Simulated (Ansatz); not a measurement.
The reference is Au in the fcc (Cu type) structure (space group Fm-3m, No. 225; a = 4.157 Å).

Level of theory: PBE (Ansatz, a quantum-chemistry and plane-wave program, PAW, no SOC).

| level | lattice parameter a |
|---|---|
| PBE | 4.157 Å |

**Question.** What does experiment give, and how far off is each level?

**Answer.** Measured: lattice parameter a 4.062 Å (static lattice; corrected from measurement; as listed in Daniel Mejia-Rodriguez, S. B. Trickey, Phys. Rev. B (2018)). Computed minus measured — lattice parameter a: PBE +2.3 %.

No phonon test of stability was made.
